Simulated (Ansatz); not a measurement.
# CHP2 (quartet): the correlation ladder at a displaced geometry (v1), cc-pVDZ

Aim: climb from Hartree-Fock through coupled cluster for CHP2 (quartet) at one geometry and basis, and see what each rung misses.

The runs use Ansatz 0.2.0, Gaussian basis; cc-pVDZ, core rule «outside noble gas», up to 11 orbitals frozen.

To be run: UHF; CCSD(T) on ROHF; CCSD(T) on UHF; BCCD(T) on ROHF; CISD as a restricted active space (open shells left free, so some higher excitations enter); CCSDT(Q) on ROHF; CCSDT(Q) on UHF.

21 further runs of the same task are left out: 4 that didn't finish, 17 set aside as unsound or not needed. Runs told in other sessions of the task aren't counted.

### 1 What is computed

The geometry is a PBE0/def2-TZVP stationary point (not a proven minimum) with its atoms shifted at random (size 0.040 Å).

4 atoms, charge 0, spin multiplicity 4.

Atoms are counted from 1 here; the program's logs count them from 0.

Bond lengths: P1–C2 1.717 Å, C2–P3 1.729 Å, C2–H4 1.095 Å. Angles: P1–C2–P3 132.1°, P1–C2–H4 115.4°, P3–C2–H4 112.4°.

### 2 UHF

File in.yaml:

```yaml
crystal:
  periodic: [false, false, false]
  atoms:
    - {symbol: P, position_ang: [-0.018591, -0.157624, 1.571933]}
    - {symbol: C, position_ang: [-0.019425, 0.562652, 0.013171]}
    - {symbol: P, position_ang: [0.028539, -0.114457, -1.577052]}
    - {symbol: H, position_ang: [-0.074237, 1.656374, 0.000360]}
basis:
  gaussian: {orbitals: cc-pVDZ}
magnetization: {spin_polarized: true, initial_magnetization: 3}
hamiltonian: {xc: hf}
output: {orbitals: {seedname: orbitals}}
```

Run with:

```
$ ansatz run in.yaml --threads 1 --pin off --events-out ev --progress --plain --max-ram 2393MiB
```

The runs that follow: CCSD(T) on ROHF; CCSD(T) on UHF; BCCD(T) on ROHF; CISD as a restricted active space (open shells left free, so some higher excitations enter); CCSDT(Q) on ROHF; CCSDT(Q) on UHF.

**Question.** What will the summary of the whole plan be? Wanted: UCCSDT(Q) from the RHF energy; RMP2 from UCCSDT(Q); UMP2 from UCCSDT(Q); RCCSD from UCCSDT(Q); RCCSD(T) from UCCSDT(Q); UCCSD(T) from UCCSDT(Q); RCCSDT(Q) from UCCSDT(Q); T1 diagnostic.

As calculated:

| quantity | value |
| --- | --- |
| UCCSDT(Q) from the ROHF energy | -10.3331 eV |
| RMP2 from UCCSDT(Q) | +148.5 kJ/mol |
| UMP2 from UCCSDT(Q) | +171.5 kJ/mol |
| RCCSD from UCCSDT(Q) | +46.7 kJ/mol |
| RCCSD(T) from UCCSDT(Q) | +7.2 kJ/mol |
| UCCSD(T) from UCCSDT(Q) | +8.6 kJ/mol |
| RCCSDT(Q) from UCCSDT(Q) | +0.2 kJ/mol |
| levels within 1 kcal/mol (43 meV) | RCCSDT, UCCSDT, RCCSDT(Q) |
| T1 diagnostic | 0.048 |

In words: RCCSD(T) lands +7.2 kJ/mol from the yardstick (0.7 % of the correlation energy). These misses are within one basis, not against nature; the frozen cores of restricted and unrestricted runs differ, which can shift their rows.

With open shells the CI space here admits some higher excitations, so it is larger than plain CISD.
